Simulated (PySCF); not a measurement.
Aluminium: a sound run and one with changed settings

Sound run: Al [Ne] 3s2 3p1, Al⁺ [Ne] 3s2. Calculation: PySCF 2.14, in cc-pVDZ-DK (4s3p1d, 18 functions); scalar relativity by spin-free X2C-1e. The sound run starts from symmetry-adapted Hartree-Fock orbitals and uses a fine grid where one is needed.

Changed run: radial step 0.3 in ln r (0.13 in the sound run). This setting is unsound on purpose.

| species | method | sound run (hartree) | changed run (hartree) | converged |
| --- | --- | --- | --- | --- |
| Al | UHF | -242.30843 | -242.30843 | yes |
| Al | MN15 | -242.75539 | -242.75711 | yes |
| Al | B3LYP | -242.82273 | -242.82262 | yes |
| Al⁺ | UHF | -242.10361 | -242.10361 | yes |
| Al⁺ | MN15 | -242.54802 | -242.54895 | yes |
| Al⁺ | B3LYP | -242.60165 | -242.60150 | yes |

Ionisation energy of Al:

```
method  sound run (eV)  changed run (eV)
   UHF           5.574             5.574
  MN15           5.643             5.664
 B3LYP           6.016             6.017
```

A coarse radial grid mis-integrates the density and the exchange-correlation energy, with errors of either sign; Hartree-Fock needs no grid.

For comparison, NIST gives 5.986 eV between the lowest levels.
